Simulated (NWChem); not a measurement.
All runs are NWChem calculations. System: H$_{2}$Si, charge 0, spin multiplicity 1, at a geometry optimised with PBE0/def2-SVP. The structure started from a generated list of species. Level: TD-PBE0/def2-SVPD.

Input file:

```
start mol
memory heap 200 mb stack 900 mb global 1100 mb
geometry units angstroms nocenter noautoz
  Si     0.000000     0.000000     0.134141
  H      1.096144     0.000000    -0.938989
  H     -1.096144     0.000000    -0.938989
  symmetry group C2v
end
basis spherical
  * library def2-svpd
end
dft
  xc pbe0
  semidirect memsize 60000000 filesize 0
  iterations 100
end
tddft
  rpa
  nroots 6
  notriplet
  thresh 1e-4
end
task tddft energy
```

Part of the output:

```
             Northwest Computational Chemistry Package (NWChem) 7.3.0
             --------------------------------------------------------

                                NWChem Input Module
                                -------------------

 Scaling coordinates for geometry "geometry" by  1.889725989
 (inverse scale =  0.529177249)

 Turning off AUTOSYM since
 SYMMETRY directive was detected!

                             Geometry "geometry" -> ""
                             -------------------------

 Output coordinates in angstroms (scale by  1.889725989 to convert to a.u.)

  No.       Tag          Charge          X              Y              Z
 ---- ---------------- ---------- -------------- -------------- --------------
    1 Si                  14.0000     0.00000000     0.00000000     0.13414100
    2 H                    1.0000     1.09614400     0.00000000    -0.93898900
    3 H                    1.0000    -1.09614400     0.00000000    -0.93898900

 Effective nuclear repulsion energy (a.u.)       9.9004519279

            Nuclear Dipole moment (a.u.)
            ----------------------------
        X                 Y               Z
 ---------------- ---------------- ----------------
     0.0000000000     0.0000000000    -0.0000075589

      Symmetry information
      --------------------

 Group name             C2v
 Group number             16
 Group order               4
 No. of unique centers     2

      Symmetry unique atoms

     1    2


 Summary of "ao basis" -> "" (spherical)
 ------------------------------------------------------------------------------
       Tag                 Description            Shells   Functions and Types
 ---------------- ------------------------------  ------  ---------------------
 *                         def2-svpd                  on all atoms

                                 NWChem DFT Module
                                 -----------------

 Summary of "ao basis" -> "ao basis" (spherical)
 ------------------------------------------------------------------------------
       Tag                 Description            Shells   Functions and Types
[...]
     Occ.    8  a1  ---  Virt.   13  a1  -0.05460 X
  ----------------------------------------------------------------------------
  Root   4 singlet b1             0.257241283 a.u.                6.9999 eV
  ----------------------------------------------------------------------------
     Transition Moments    X  1.16877   Y -0.00000   Z -0.00000
     Transition Moments   XX -0.00000  XY  0.00000  XZ  0.86164
     Transition Moments   YY -0.00000  YZ -0.00000  ZZ  0.00000
     Dipole Oscillator Strength                    0.2342642993
     Electric Quadrupole                           0.0000000673
     Magnetic Dipole                               0.0000021919
     Total Oscillator Strength                     0.2342665585

          sigma_e =   2.1606 Angstrom
          sigma_h =   1.5473 Angstrom
         |d_h->e| =   0.0702 Angstrom
            d_exc =   2.6029 Angstrom
            d_CD1 =   0.6835 Angstrom
            d_CD2 =  -1.7838 Angstrom
            d_CD3 =   2.6731 Angstrom
     Pearson C.C. =   0.0437

     Occ.    7  b1  ---  Virt.   10  a1  -0.09638 X
     Occ.    7  b1  ---  Virt.   12  a1   0.18478 X
     Occ.    7  b1  ---  Virt.   13  a1  -0.12390 X
     Occ.    7  b1  ---  Virt.   19  a1  -0.06153 X
     Occ.    8  a1  ---  Virt.   11  b1  -0.96906 X
     Occ.    8  a1  ---  Virt.   11  b1   0.06795 Y
  ----------------------------------------------------------------------------
  Root   5 singlet a1             0.280667624 a.u.                7.6374 eV
  ----------------------------------------------------------------------------
     Transition Moments    X -0.00000   Y  0.00000   Z -0.04692
     Transition Moments   XX -0.29148  XY  0.00000  XZ -0.00000
     Transition Moments   YY -1.90317  YZ  0.00000  ZZ  0.97195
     Dipole Oscillator Strength                    0.0004118772
     Electric Quadrupole                           0.0000002445
     Magnetic Dipole                               0.0000000000
     Total Oscillator Strength                     0.0004121217

          sigma_e =   2.3870 Angstrom
          sigma_h =   1.5222 Angstrom
         |d_h->e| =   0.3796 Angstrom
            d_exc =   2.8549 Angstrom
            d_CD1 =   1.2444 Angstrom
            d_CD2 =  -1.5750 Angstrom
            d_CD3 =   3.2346 Angstrom
     Pearson C.C. =   0.0012

     Occ.    7  b1  ---  Virt.   11  b1   0.14053 X
     Occ.    8  a1  ---  Virt.   12  a1  -0.96552 X
     Occ.    8  a1  ---  Virt.   13  a1   0.20069 X
     Occ.    8  a1  ---  Virt.   17  a1   0.06762 X
  ----------------------------------------------------------------------------
  Root   6 singlet a2             0.303644937 a.u.                8.2626 eV
  ----------------------------------------------------------------------------
     Transition Moments    X -0.00000   Y -0.00000   Z  0.00000
     Transition Moments   XX  0.00000  XY  1.01418  XZ -0.00000
     Transition Moments   YY  0.00000  YZ -0.00000  ZZ  0.00000
     Dipole Oscillator Strength                    0.0000000000
     Electric Quadrupole                           0.0000001533
     Magnetic Dipole                               0.0000004740
     Total Oscillator Strength                     0.0000006274

          sigma_e =   2.4196 Angstrom
          sigma_h =   1.5208 Angstrom
         |d_h->e| =   0.2406 Angstrom
            d_exc =   2.8626 Angstrom
            d_CD1 =   1.1395 Angstrom
            d_CD2 =  -1.7296 Angstrom
            d_CD3 =   3.1032 Angstrom
     Pearson C.C. =   0.0042

     Occ.    8  a1  ---  Virt.   14  a2  -0.99892 X

              Target root =      1
          Target symmetry = none
      Ground state energy =   -290.386863580501
        Excitation energy =      0.085553733642
     Excited state energy =   -290.301309846859

  stored tddft:energy   -290.30130984685877

 Task  times  cpu:       16.8s     wall:       16.8s

 Total times  cpu:       16.8s     wall:       16.8s
```
